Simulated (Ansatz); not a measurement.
# Counterpoise correction, worked out

The pair of HF (SMILES F, atoms 1–2) and H2O2 (SMILES OO, atoms 3–6), both closed shells, in one local arrangement (a lower one may exist), relaxed at PBE0-D4/def2-TZVP:

```xyz
6
angstrom
F -0.3497 -0.0695 -2.2550
H -0.2712 0.0455 -1.3288
O -0.3067 0.2905 0.3782
O 0.7690 -0.4323 0.9658
H -1.0735 -0.1102 0.8082
H 1.2322 0.2760 1.4316
```

Computed with Ansatz 0.2.0 (basis: def2-TZVPPD); correlated methods freeze the cores.

MP2 total energies in eV:

| system | geometry | basis functions | energy |
| --- | --- | --- | --- |
| pair | pair | all | -6848.94165 |
| HF | as in the pair | all (partner as ghosts) | -2730.37696 |
| H2O2 | as in the pair | all (partner as ghosts) | -4118.27380 |
| HF | as in the pair | its own | -2730.36611 |
| H2O2 | as in the pair | its own | -4118.25475 |
| HF | free (PBE0-D4 minimum) | its own | -2730.37406 |
| H2O2 | free (PBE0-D4 minimum) | its own | -4118.25921 |

Q: Work out the interaction energy with and without the counterpoise correction, the superposition error, and the binding energy from the relaxed fragments.

A: Without correction: -6848.94165 − (-2730.36611) − (-4118.25475) = -0.32079 eV.
With correction (each fragment in the whole basis): -6848.94165 − (-2730.37696) − (-4118.27380) = -0.29089 eV = -6.71 kcal/mol.
The superposition error is the difference, 0.02990 eV, 9 % of the uncorrected value: each fragment borrows its partner's functions.
Deformation from the free shapes: 0.00795 eV for HF and 0.00446 eV for H2O2.
Binding energy from relaxed fragments: -0.29089 + 0.00795 + 0.00446 = -0.27848 eV = -6.42 kcal/mol (electronic, without zero-point energy; negative means bound). For comparison, the corrected interaction energy by CCSD(T) at an estimated basis limit (MP2 extrapolated from triple and quadruple zeta, plus CCSD(T) − MP2 in triple zeta) is -0.310 eV.

The T1 diagnostic stays at or below 0.013.

For scale, one of the runs: CCSD(T)/def2-TZVPPD, 171 basis functions, launched by `ansatz run in.yaml --threads 2 --pin off --events-out ev --progress --plain --max-ram 5222MiB`. Time: 37 s of wall clock on 2 CPU threads of an Arm Neoverse V1; the host was shared. Peak host memory: 1.6 GiB.
